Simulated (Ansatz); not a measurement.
**What each rung costs, and what it gives**

Saddle point of AlNH$_{8}$O, singlet (AlH₃ + H₂O + NH₃ → AlNH₄ ([NH2][AlH2]) + H₂O + H₂; bonds formed: H2–H7, H5–O8; dative contacts that become bonds: Al1–N6; bonds broken: Al1–H2, H5–N6, H7–O8), PBE0-D4/def2-TZVP structure:

```xyz
11
angstrom
Al -0.4444 -1.2456 -0.2679
H 1.0825 -1.0510 0.6226
H 0.0046 -2.0877 -1.5379
H -1.4211 -1.7948 0.8615
H 0.3073 1.1457 0.0722
N -0.7808 0.5854 -0.6423
H 1.2171 -0.1114 0.6860
O 1.2769 1.1996 0.6280
H -0.7150 0.8488 -1.6188
H -1.6723 0.9271 -0.3031
H 1.1452 1.5841 1.4995
```

Barriers are electronic and count from the start structure reached by relaxing down the imaginary mode.

Program: Ansatz 0.2.0. Basis: as named in each row. Cores are frozen in the correlated methods. B3LYP uses VWN-RPA correlation. Extrapolation: Hartree–Fock as exp(−7.88 √X), correlation as X^−2.97.

Times are rough, for one single point on 4 threads of a shared host (Intel Xeon Platinum 8375C).

The estimate by CCSD(T) at an estimated basis limit (MP2 extrapolated from triple and quadruple zeta, plus CCSD(T) − MP2 in triple zeta) is 118.3 kJ/mol.

```tsv
method	basis	time (s)	barrier (kJ/mol)	method less estimate
HF	STO-3G	under 1	112.9	-5.4
PBE-D4	STO-3G	under 1	-50.7	-169.0
SPW92	def2-SVP	under 1	49.8	-68.5
B3LYP-D4	6-31G	under 1	100.4	-17.9
PBE-D4	def2-SVP	under 1	75.0	-43.3
PBE0-D4	def2-SVP	under 1	96.6	-21.7
SPW92	def2-TZVPP	under 1	56.5	-61.8
CCSD(T)	def2-SVP	1	127.2	8.9
PBE-D4	def2-TZVPP	1	81.5	-36.8
BHLYP-D4	def2-TZVPP	1	128.0	9.7
BLYP-D4	def2-TZVPP	1	89.5	-28.8
B3LYP-D4	def2-TZVPP	1	104.4	-13.9
CAM-B3LYP-D4	def2-TZVPP	1	109.4	-8.9
PBE0-D4	def2-TZVPP	2	100.9	-17.4
wB97M-V	def2-SVP	2	109.1	-9.2
r2SCAN-D4	def2-TZVPP	2	90.5	-27.8
r2SCAN0-D4	def2-TZVPP	2	105.6	-12.7
B2PLYP	def2-TZVPP	2	111.2	-7.1
RPA on PBE	def2-TZVPP	2	118.1	-0.2
PBE-QIDH	def2-TZVPP	2	113.4	-4.9
wB97M-V	def2-TZVPP	3	116.0	-2.3
wB97X-V	def2-TZVPP	4	116.2	-2.1
B97M-V	def2-TZVPP	4	119.4	1.1
MP2	def2-QZVPP	9	109.0	-9.3
CCSD(T)	def2-TZVPP	22	120.2	1.9
```

All methods are single points on the PBE0-D4 structures; a negative value means that the method puts the saddle structure below the start.

The T1 diagnostic stays at or below 0.011.

The step is the kind of exchange with an N–H group that builds nitride films in atomic layer and chemical vapour deposition.

Labels in which every atom is bracketed show which atoms are joined, not bond orders.
